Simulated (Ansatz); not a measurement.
## Ansatz (development build ahead of 0.2.0) run

```yaml
crystal:
  periodic: [false, false, false]
  atoms:
    - { symbol: "N", position_ang: [-0.00473, 0.01386, 0.51502] }
    - { symbol: F, position_ang: [1.24016, -0.02716, -0.15638] }
    - { symbol: F, position_ang: [-0.59287, 1.01203, -0.09953] }
    - { symbol: F, position_ang: [-0.58852, -1.09244, -0.09591] }
basis:
  gaussian: { orbitals: aug-cc-pVDZ }
hamiltonian:
  xc: hf
```

The input is written out in the form of the current development build from the run's settings.

Output:

```json
{
  "Converged": "yes",
  "Total energy": "-352.58412 hartree",
  "Spin squared of the determinant": "0.000"
}
```
